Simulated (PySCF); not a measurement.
CH3Cl, SMILES ClC.

Geometry: B3LYP-D3(BJ)/def2-TZVP.

Two levels are set side by side: TDDFT-PBE/def2-TZVPD (PySCF) and TDDFT-CAM-B3LYP/def2-TZVPD (PySCF). Vertical, same geometry. The lowest singlet is HOMO→LUMO 97 % with PBE and HOMO−1→LUMO 59 %, HOMO−1→LUMO+1 24 %, HOMO−1→LUMO+7 10 % with the other functional; states are paired by order. Differences are taken from unrounded values.

```json
[
 {"quantity": "lowest singlet excitation (eV)", "TDDFT-CAM-B3LYP": "7.07"},
 {"quantity": "lowest triplet excitation (TDA) (eV)", "TDDFT-CAM-B3LYP": "6.38"},
 {"quantity": "first bright state (f over 0.05) (eV)", "TDDFT-CAM-B3LYP": "8.96"},
 {"quantity": "its oscillator strength", "TDDFT-CAM-B3LYP": "0.11"}
]
```

Problem. What does TDDFT-PBE give, and how far is it from TDDFT-CAM-B3LYP? (Estimate from the structure and the level; the computed values follow.)

Solution. 
```
quantity                               TDDFT-PBE  TDDFT-PBE minus TDDFT-CAM-B3LYP
-------------------------------------  ---------  -------------------------------
lowest singlet excitation (eV)              6.52                            -0.55
lowest triplet excitation (TDA) (eV)        5.97                            -0.41
first bright state (f over 0.05) (eV)       8.11                            -0.85
its oscillator strength                     0.08                            -0.03
```

A lower first singlet is the usual sign of a functional without exact exchange. Differences between two approximate levels are no errors against the true value.

Rough cost on one machine, each run with all the roots and properties that it gave: TDDFT-CAM-B3LYP against TDDFT-PBE about 3 times.
